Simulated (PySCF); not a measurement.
Gas-phase reaction: B2H6 + 4 Cl → 2 BHCl2 + 2 H2, at 500 K and a standard pressure of 1 bar. Level: B3LYP/def2-TZVP†.

Energies from PySCF, thermal terms from the rigid-rotor harmonic-oscillator model, ideal gas at 1 bar. † marks an energy on the PBE0/def2-TZVP geometry and frequencies. Open shells (unrestricted): Cl (multiplicity 2, electronic degeneracy 6); the rest are closed-shell singlets. Spin-orbit splitting is ignored; it lowers the true energy and changes the entropy of Cl. B3LYP is the form with VWN-RPA correlation. The harmonic model lacks anharmonicity and excited electronic states, which grow with temperature; levels with a mode under 35 cm⁻¹ are left out.

```json
[
 {"species": "B2H6", "E (Ha)": "-53.31079", "H(500 K) − E (kJ/mol)": "191.5", "S°(500 K) (J/mol/K)": "268.9"},
 {"species": "Cl", "E (Ha)": "-460.16699", "H(500 K) − E (kJ/mol)": "10.4", "S°(500 K) (J/mol/K)": "179.0"},
 {"species": "BHCl2", "E (Ha)": "-945.99236", "H(500 K) − E (kJ/mol)": "62.1", "S°(500 K) (J/mol/K)": "296.7"},
 {"species": "H2", "E (Ha)": "-1.17967", "H(500 K) − E (kJ/mol)": "40.9", "S°(500 K) (J/mol/K)": "145.5"}
]
```
E: electronic energy; H − E holds the zero-point and thermal terms. 1 Ha = 2625.5 kJ/mol.

Task: Work out ΔH°, ΔS°, ΔG° and log10 K from these numbers.

Result: 1. ΔE = 2×(-945.99236) + 2×(-1.17967) − 1×(-53.31079) − 4×(-460.16699) = -0.36531 Ha = -959.1 kJ.
2. Δ(H − E) = 2×(62.1) + 2×(40.9) − 1×(191.5) − 4×(10.4) = -27.1 kJ, so ΔH° = -986.2 kJ.
3. ΔS° = 2×(296.7) + 2×(145.5) − 1×(268.9) − 4×(179.0) = -100.5 J/K; the number of gas molecules changes by -1.
4. ΔG° = ΔH° − TΔS° = -986.2 − 500×(-100.5)/1000 = -936.0 kJ.
5. log10 K = −ΔG°/(RT ln 10) = 97.81, with RT ln 10 = 9.57 kJ/mol; at standard pressures the products are favoured.
6. A shift of 10 kJ in ΔE would move log10 K by 1.04 here.
For scale, ΔH°(298 K) is -989 kJ at this level, -1042 kJ at ωB97M-V/def2-TZVP†, and runs from -1174 to -722 kJ over the 20 levels computed.
